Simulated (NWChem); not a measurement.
The numbers come from NWChem runs, not from measurements. System: S (+1), charge 1, spin multiplicity 4. Its SCF solution wasn't tested for a lower state. Level: ROCCSD(T)/def2-SVP, 5 core orbitals frozen.

Input file:

```
start mol
memory heap 100 mb stack 700 mb global 1900 mb
charge 1
geometry units angstroms nocenter noautoz
  S      0.000000     0.000000     0.000000
  symmetry group D2h
end
basis spherical
  * library def2-svp
end
scf
  rohf
  nopen 3
  maxiter 100
  thresh 1e-7
  semidirect memsize 60000000 filesize 0
  # guess.movecs holds the orbitals of an unrestricted PBE0 run
  vectors input guess.movecs output mol.movecs
end
tce
  freeze core 5
  ccsd(t)
  2eorb
  2emet 13
  thresh 1e-6
  maxiter 100
  tilesize 24
end
task tce energy
```

Output (cleaned and shortened):

```
             Northwest Computational Chemistry Package (NWChem) 7.3.0
             --------------------------------------------------------

                                NWChem Input Module
                                -------------------

 Scaling coordinates for geometry "geometry" by  1.889725989
 (inverse scale =  0.529177249)

                             Geometry "geometry" -> ""
                             -------------------------

 Output coordinates in angstroms (scale by  1.889725989 to convert to a.u.)

  No.       Tag          Charge          X              Y              Z
 ---- ---------------- ---------- -------------- -------------- --------------
    1 S                   16.0000     0.00000000     0.00000000     0.00000000

 Effective nuclear repulsion energy (a.u.)       0.0000000000

            Nuclear Dipole moment (a.u.)
            ----------------------------
        X                 Y               Z
 ---------------- ---------------- ----------------
     0.0000000000     0.0000000000     0.0000000000

      Symmetry information
      --------------------

 Group name             D2h
 Group number             26
 Group order               8
 No. of unique centers     1

      Symmetry unique atoms

     1


 Summary of "ao basis" -> "" (spherical)
 ------------------------------------------------------------------------------
       Tag                 Description            Shells   Functions and Types
 ---------------- ------------------------------  ------  ---------------------
 *                          def2-svp                  on all atoms

 Summary of "ao basis" -> "ao basis" (spherical)
 ------------------------------------------------------------------------------
       Tag                 Description            Shells   Functions and Types
 ---------------- ------------------------------  ------  ---------------------
 S                          def2-svp                 8       18   4s3p1d

                                 NWChem SCF Module
                                 -----------------

  ao basis        = "ao basis"
  functions       =    18
  atoms           =     1
  closed shells   =     6
  open shells     =     3
  charge          =   1.00
  wavefunction    = ROHF
  use symmetry    = T
  symmetry adapt  = T

 Summary of "ao basis" -> "ao basis" (spherical)
 ------------------------------------------------------------------------------
       Tag                 Description            Shells   Functions and Types
 ---------------- ------------------------------  ------  ---------------------
 S                          def2-svp                 8       18   4s3p1d

      Symmetry analysis of basis
      --------------------------

        ag          6
        au          0
        b1g         1
        b1u         3
        b2g         1
        b2u         3
        b3g         1
        b3u         3

 Forming initial guess at       0.0s

      Symmetry analysis of molecular orbitals - initial
      -------------------------------------------------

  Numbering of irreducible representations:

     1 ag          2 au          3 b1g         4 b1u         5 b2g
     6 b2u         7 b3g         8 b3u

  Orbital symmetries:

     1 ag          2 ag          3 b1u         4 b3u         5 b2u
     6 ag          7 b1u         8 b3u         9 b2u        10 ag
    11 b3g        12 b2g        13 ag         14 ag         15 b1g
    16 b1u        17 b3u        18 b2u

 Starting SCF solution at       0.0s

 ----------------------------------------------
         Quadratically convergent ROHF

 Convergence threshold     :          1.000E-07
 Maximum no. of iterations :          100
 Final Fock-matrix accuracy:          1.000E-09
 ----------------------------------------------

              iter       energy          gnorm     gmax       time
             ----- ------------------- --------- --------- --------
                 1     -397.0260234625  2.99D-01  1.85D-01      0.0
                 2     -397.0283523415  1.93D-02  1.34D-02      0.0
                 3     -397.0283775954  1.73D-04  9.91D-05      0.0
                 4     -397.0283775970  1.14D-09  9.93D-10      0.0

       Final ROHF results
       ------------------

         Total SCF energy =   -397.028377597004
      One-electron energy =   -542.628967730809
      Two-electron energy =    145.600590133805
 Nuclear repulsion energy =      0.000000000000

        Time for solution =      0.0s

       Symmetry analysis of molecular orbitals - final
       -----------------------------------------------

  Numbering of irreducible representations:

     1 ag          2 au          3 b1g         4 b1u         5 b2g
     6 b2u         7 b3g         8 b3u

  Orbital symmetries:

     1 ag          2 ag          3 b2u         4 b3u         5 b1u
     6 ag          7 b1u         8 b2u         9 b3u        10 ag
    11 ag         12 b1g        13 b3g        14 b2g        15 ag
    16 b2u        17 b3u        18 b1u

             Final eigenvalues
             -----------------

              1
    1  -92.4020
    2   -9.4318
    3   -7.1135
    4   -7.1135
    5   -7.1135
    6   -1.2440
    7   -0.5789
    8   -0.5789
    9   -0.5789
   10    0.1761
   11    0.5139
   12    0.5139
   13    0.5139
   14    0.5139
   15    0.5139
   16    0.5578
   17    0.5578
   18    0.5578

                       ROHF Final Molecular Orbital Analysis
                       -------------------------------------

 Vector    7  Occ=1.000000D+00  E=-5.789493D-01  Symmetry=b1u
              MO Center=  4.1D-35,  1.0D-33,  7.8D-26, r^2= 1.2D+00
   Bfn.  Coefficient  Atom+Function         Bfn.  Coefficient  Atom+Function
  ----- ------------  ---------------      ----- ------------  ---------------
    13      0.576775  1 S  pz                10      0.573690  1 S  pz
     7      0.292005  1 S  pz

 Vector    8  Occ=1.000000D+00  E=-5.789493D-01  Symmetry=b2u
              MO Center= -2.5D-32, -5.1D-21, -1.9D-32, r^2= 1.2D+00
   Bfn.  Coefficient  Atom+Function         Bfn.  Coefficient  Atom+Function
  ----- ------------  ---------------      ----- ------------  ---------------
    12      0.576775  1 S  py                 9      0.573690  1 S  py
     6      0.292005  1 S  py

 Vector    9  Occ=1.000000D+00  E=-5.789493D-01  Symmetry=b3u
              MO Center= -5.7D-21, -4.9D-27, -2.9D-28, r^2= 1.2D+00
   Bfn.  Coefficient  Atom+Function         Bfn.  Coefficient  Atom+Function
  ----- ------------  ---------------      ----- ------------  ---------------
    11      0.576775  1 S  px                 8      0.573690  1 S  px
     5      0.292005  1 S  px

 Vector   10  Occ=0.000000D+00  E= 1.760868D-01  Symmetry=ag
              MO Center= -1.1D-20, -1.5D-24,  2.5D-20, r^2= 2.6D+00
   Bfn.  Coefficient  Atom+Function         Bfn.  Coefficient  Atom+Function
  ----- ------------  ---------------      ----- ------------  ---------------
     3      2.021057  1 S  s                  4     -1.944887  1 S  s
     2     -0.506559  1 S  s

 Vector   11  Occ=0.000000D+00  E= 5.139134D-01  Symmetry=ag
              MO Center=  9.5D-23, -9.3D-23,  6.7D-25, r^2= 8.9D-01
   Bfn.  Coefficient  Atom+Function         Bfn.  Coefficient  Atom+Function
  ----- ------------  ---------------      ----- ------------  ---------------
    18      0.999997  1 S  d  2

 Vector   12  Occ=0.000000D+00  E= 5.139134D-01  Symmetry=b1g
              MO Center=  5.3D-28,  5.5D-27,  1.3D-29, r^2= 8.9D-01
   Bfn.  Coefficient  Atom+Function         Bfn.  Coefficient  Atom+Function
  ----- ------------  ---------------      ----- ------------  ---------------
    14      1.000000  1 S  d -2

 center of mass
 --------------
 x =   0.00000000 y =   0.00000000 z =   0.00000000

 moments of inertia (a.u.)
 ------------------
           0.000000000000           0.000000000000           0.000000000000
           0.000000000000           0.000000000000           0.000000000000
           0.000000000000           0.000000000000           0.000000000000

  Mulliken analysis of the total density
  --------------------------------------

    Atom       Charge   Shell Charges
 -----------   ------   -------------------------------------------------------
    1 S   16    15.00   2.00  1.99  1.46  0.54  5.93  1.51  1.55  0.00

 Mulliken analysis of the open-shell density
 -------------------------------------------

    Atom       Charge   Shell Charges
 -----------   ------   -------------------------------------------------------
    1 S   16     3.00   0.00  0.00  0.00  0.00  0.03  1.42  1.56  0.00

       Multipole analysis of the density wrt the origin
       ------------------------------------------------

     L   x y z        total         open         nuclear
     -   - - -        -----         ----         -------
     0   0 0 0      1.000000     -3.000000     16.000000

     1   1 0 0     -0.000000      0.000000      0.000000
     1   0 1 0      0.000000      0.000000      0.000000
     1   0 0 1      0.000000     -0.000000      0.000000

     2   2 0 0     -7.121856     -4.318951      0.000000
     2   1 1 0      0.000000      0.000000      0.000000
     2   1 0 1      0.000000      0.000000      0.000000
     2   0 2 0     -7.121856     -4.318951      0.000000
     2   0 1 1     -0.000000     -0.000000      0.000000
     2   0 0 2     -7.121856     -4.318951      0.000000

                   NWChem Extensible Many-Electron Theory Module
                   ---------------------------------------------


            General Information
            -------------------
      Number of processors :     1
         Wavefunction type : Restricted open-shell Hartree-Fock
          No. of electrons :    15
           Alpha electrons :     9
            Beta electrons :     6
           No. of orbitals :    36
            Alpha orbitals :    18
             Beta orbitals :    18
        Alpha frozen cores :     5
         Beta frozen cores :     5
     Alpha frozen virtuals :     0
      Beta frozen virtuals :     0
         Spin multiplicity : quartet
    Number of AO functions :    18
       Number of AO shells :     8
        Use of symmetry is : on
      Symmetry adaption is : on
         Schwarz screening : 0.10D-09

          Correlation Information
          -----------------------
          Calculation type : Coupled-cluster singles & doubles w/ perturbation
   Perturbative correction : (T)
            Max iterations :      100
        Residual threshold : 0.10D-05
     T(0) DIIS level shift : 0.00D+00
     L(0) DIIS level shift : 0.00D+00
     T(1) DIIS level shift : 0.00D+00
     L(1) DIIS level shift : 0.00D+00
     T(R) DIIS level shift : 0.00D+00
     T(I) DIIS level shift : 0.00D+00
   CC-T/L Amplitude update :  5-th order DIIS
                I/O scheme : Global Array Library
        L-threshold :  0.10D-05
        EOM-threshold :  0.10D-05
 no EOMCCSD initial starts read in
 TCE RESTART OPTIONS
 SLICE:      F
 D4D5:       F
 quantumc:   F
 qrotation:  F
 pwtce:      F
 qducc:      F
 nacto:                         0
 nrotv:                         0
 nrot:                          0

            Memory Information
            ------------------
          Available GA space size is     249036152 doubles
          Available MA space size is     104856028 doubles

 Maximum block size supplied by input
 Maximum block size        24 doubles

 tile_dim =      3

 -------------------------------------------------

 Global array virtual files algorithm will be used

 Parallel file system coherency ......... OK

 4-electron integrals stored in orbital form

 v2    file size   =              781
 4-index algorithm nr.  13 is used
 imaxsize =       30
 imaxsize ichop =        0


CCSD iterations
 ---------------------------------------------------------
 Iter          Residuum       Correlation     Cpu    Wall
 ---------------------------------------------------------
    1   0.0586600940595  -0.0793311358781     0.1     0.1
    2   0.0137266436560  -0.0855346069982     0.1     0.1
    3   0.0033315744374  -0.0866032123186     0.1     0.1
    4   0.0008335129064  -0.0868507448593     0.1     0.1
    5   0.0002138339426  -0.0869095880382     0.1     0.1
    6   0.0000063498482  -0.0869289256559     0.1     0.1
    7   0.0000018590966  -0.0869288551600     0.1     0.1
    8   0.0000006553199  -0.0869288307973     0.1     0.1
 -----------------------------------------------------------------
 Iterations converged
 CCSD correlation energy / hartree =        -0.086928830797266
 CCSD total energy / hartree       =      -397.115306427801158

 Singles contributions

 Doubles contributions
 CCSD(T)
 Using plain CCSD(T) code
             total no. of tasks          790
 total no. of tasks / no. procs          790
                         wl_min            1           1.0
                         wl_max           27           1.7
        thresh for no. of tasks          790

 CCSD[T]  correction energy / hartree =        -0.001034141756351
 CCSD[T] correlation energy / hartree =        -0.087962972553617
 CCSD[T] total energy / hartree       =      -397.116340569557508
 CCSD(T)  correction energy / hartree =        -0.001027335443844
 CCSD(T) correlation energy / hartree =        -0.087956166241110
 CCSD(T) total energy / hartree       =      -397.116333763244995

 Task  times  cpu:        0.6s     wall:        0.6s

 Total times  cpu:        0.7s     wall:        0.7s
```
